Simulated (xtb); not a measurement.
xtb input (GFN1-xTB):

```bash
xtb mol.xyz --gfn 1 --opt tight --chrg 0 --uhf 0
```
mol.xyz:
```
5

Si    -0.00000000     0.00000000    -0.00000000
F      0.90266225     0.93537042     0.87570553
F     -0.88062488    -0.89967856     0.93362490
F     -0.92886782     0.87391074    -0.91107724
F      0.90683044    -0.90960260    -0.89825319
```

End of the output:

```
     4   9 F    1.376 --     1 Si   1.283
     5   9 F    1.376 --     1 Si   1.283
 ---------------------------------------------------------------------------

Topologies differ in total number of bonds
Writing topology from bond orders to xtbtopo.mol

 dipole moment from electron density (au)
     X       Y       Z
   0.0000  -0.0000  -0.0000  total (Debye):    0.000

           -------------------------------------------------
          |                Geometry Summary                 |
           -------------------------------------------------

      molecular mass/u    :      104.0791113
   center of mass at/Å    :       -0.0000000       0.0000000       0.0000000
  moments of inertia/u·Å² :        0.1244561E+03   0.1244561E+03   0.1244561E+03
rotational constants/cm⁻¹ :        0.1354504E+00   0.1354504E+00   0.1354504E+00

 * 4 selected distances

     #   Z          #   Z                                           value/Å
     1  14 Si       2   9 F                                       1.5673473
     1  14 Si       3   9 F                                       1.5673473
     1  14 Si       4   9 F                                       1.5673473 (max)
     1  14 Si       5   9 F                                       1.5673473 (min)

 * 1 distinct bonds (by element types)

   Z      Z             #   av. dist./Å        max./Å        min./Å
   9 F   14 Si          4     1.5673473     1.5673473     1.5673473

optimized geometry written to: xtbopt.xyz

           -------------------------------------------------
          | TOTAL ENERGY              -22.699039849926 Eh   |
          | GRADIENT NORM               0.000549807142 Eh/α |
          | HOMO-LUMO GAP              10.980099499156 eV   |
           -------------------------------------------------

------------------------------------------------------------------------
------------------------------------------------------------------------
 total:
 SCF:
 ANC optimizer:
```
